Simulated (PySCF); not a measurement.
Input of a run (PBE0-D3(BJ)/def2-TZVP geometry optimisation, gas phase (PySCF 2.14.0)), started from GFN2-xTB:
```
{"job": {"xc": "PBE0", "basis": "def2-TZVP", "d3": "d3bj", "grid": 2, "shake": 0.01, "kind": "geom"}, "charge": 0, "multiplicity": 1}
C     -1.398300    -0.214820     0.436570
P      0.063360     0.748060    -0.072860
C      1.324270    -0.519110    -0.418460
S      0.634800     2.173350     1.122330
H     -1.673310    -0.961900    -0.308000
H     -2.251680     0.513720     0.541360
H     -1.207490    -0.646660     1.402990
H     -0.263890     1.155170    -1.373230
H      2.227400    -0.015250    -0.787130
H      1.604530    -0.992030     0.547140
H      0.978420    -1.266360    -1.106350
```

Output (energies in Eh, forces in Eh/bohr):
```
step   0  E = -819.69740055  max force = 0.027902
step   1  E = -819.69795956  max force = 0.007437
step   2  E = -819.69922573  max force = 0.003336
step   3  E = -819.69955358  max force = 0.000807
step   4  E = -819.69957475  max force = 0.000480
step   5  E = -819.69958737  max force = 0.000257
optimisation converged
```

Summarise the run.

The energy falls by 0.060 eV over 6 energy and gradient evaluations, the largest force component goes from 0.0279 to 2.6e-04 Eh/bohr, and the atoms move by 0.030 Å rms after alignment. The bond that changes most is C1–H6 (sp3 carbon bound to phosphorus to methyl hydrogen), which shortens by 0.037 Å. Bonds longer at the end by more than 0.005 Å: 3 of 10; shorter: 6. Among the angles that change most is H5–C1–H7, from 112.5° to 110.1°. The energy never rose by more than 1e-6 Eh on the way. The first step brought 26 % of the lowering.

What are the final bond lengths?

C1–P2 1.809 Å, P2–C3 1.809 Å, P2=S4 1.932 Å, C1–H5 1.092 Å, C1–H6 1.090 Å, C1–H7 1.091 Å, P2–H8 1.416 Å, C3–H9 1.090 Å, C3–H10 1.091 Å, C3–H11 1.092 Å. Numbering counts from 1 in the input's order; the species is `C[PH](C)=S`.

The run used 178 basis functions and 44 SCF cycles in all.

No frequency check.
